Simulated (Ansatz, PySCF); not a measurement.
System: furan, C₄H₄O, net charge 0, singlet state. SMILES: c1ccoc1
Coordinates optimised at B3LYP-D3(BJ)/def2-TZVP (Ansatz, a first-principles code):
```xyz
9

O      0.0070    -0.0094     1.1564
C      0.0100     1.0912     0.3549
C     -0.0058    -1.0968     0.3372
C     -0.0006     0.7240    -0.9496
C     -0.0110    -0.7085    -0.9611
H      0.0199     2.0414     0.8581
H     -0.0098    -2.0550     0.8251
H     -0.0010     1.3840    -1.8002
H     -0.0209    -1.3546    -1.8223
```
Charge 0, spin multiplicity 1.

Wanted: vertical ionisation energy (to the doublet state of charge +1; each state is the SCF solution reached for its spin; for the singlet the Hartree-Fock reference is unstable and T1 is 0.013), in eV. Cores are frozen in the correlated levels unless marked. UHF or UKS for open shells. Spin-orbit coupling is left out. Non-relativistic. 

```json
[
 {"level": "RI-HF/aug-cc-pVTZ", "program": "Ansatz", "vertical ionisation energy (eV)": "7.53"},
 {"level": "BHLYP/def2-TZVPD", "program": "Ansatz", "vertical ionisation energy (eV)": "8.68"},
 {"level": "wB97X-V/def2-TZVPD", "program": "Ansatz", "vertical ionisation energy (eV)": "8.91"},
 {"level": "MP2/aug-cc-pVDZ", "program": "Ansatz", "vertical ionisation energy (eV)": "9.16"},
 {"level": "RI-MP2/aug-cc-pVTZ", "program": "Ansatz", "vertical ionisation energy (eV)": "9.30"},
 {"level": "CCSD/aug-cc-pVDZ", "program": "Ansatz", "vertical ionisation energy (eV)": "8.85"}
]
```

For comparison, minus the highest occupied orbital energy (PySCF): 8.75 eV at HF/def2-TZVPD, 6.07 eV at TPSSh/def2-TZVPD, 7.84 eV at M06-2X/def2-TZVPD.
